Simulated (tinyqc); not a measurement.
The integration grid: Kohn-Sham SCAN on finer and finer grids in the sto-3g basis, for CH3+, spin multiplicity 1. Computed by the program tinyqc with PySCF. Self-consistent on each grid; the net force on the molecule should vanish.

Geometry (angstrom):
```
atom,x,y,z
C,0.0000,0.0000,0.0550
H,1.0910,0.0000,0.0000
H,-0.5450,0.9440,0.0000
H,-0.5450,-0.9440,0.0000
```

Kohn-Sham energy on Becke grids (radial x angular points per atom):
```
grid,points,residual of the electron count,E (hartree),E - finest (mhartree),largest net force without grid terms (hartree/bohr)
10 x 14,551,-1.51e-04,-38.90573,79.59501,7.72e-02
15 x 26,1549,6.53e-03,-38.98818,-2.85621,7.34e-03
20 x 50,3982,-1.22e-03,-38.98448,0.84227,1.71e-02
30 x 86,10295,8.71e-05,-38.98372,1.59940,3.62e-03
50 x 194,38748,1.24e-05,-38.98530,0.02195,3.65e-03
75 x 302,90461,-2.49e-07,-38.98533,-0.00578,5.00e-03
120 x 590,282754,6.87e-09,-38.98532,0.00000,2.23e-04
```

What does the comparison show, and why?

The energy is within 0.1 mhartree of the finest grid first at 50 x 194. The error has both signs, since quadrature is not variational. The electron count and the net force are cheap signs of a poor grid.
